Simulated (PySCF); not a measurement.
**Name the molecule from its bond curve**

A diatomic of charge +1 contains O (the partner may be the same element). Its doublet curve at PBE in a triple-zeta basis (no relativity, PySCF), in eV from the separated fragments:

| R (Å) | E (eV) |
| --- | --- |
| 0.947 | -5.295 |
| 0.991 | -6.689 |
| 1.035 | -7.515 |
| 1.068 | -7.858 |
| 1.101 | -8.017 |
| 1.134 | -8.035 |
| 1.178 | -7.893 |
| 1.233 | -7.531 |
| 1.299 | -6.927 |
| 1.387 | -5.983 |

The fit gives ωe = 1931 cm⁻¹ and the rotational constant Bₑ = 1.674 cm⁻¹.

Task: Which atom is the partner?

Result: The minimum lies at 1.122 Å, so the reduced mass is 16.8576 u Å² cm⁻¹/(Bₑ·Re²) = 7.999 u. With O at 15.99 u the partner weighs about 16.0 u: O. The molecule is O₂⁺.

The state was picked by a PBE0 search and need not be the measured ground state.
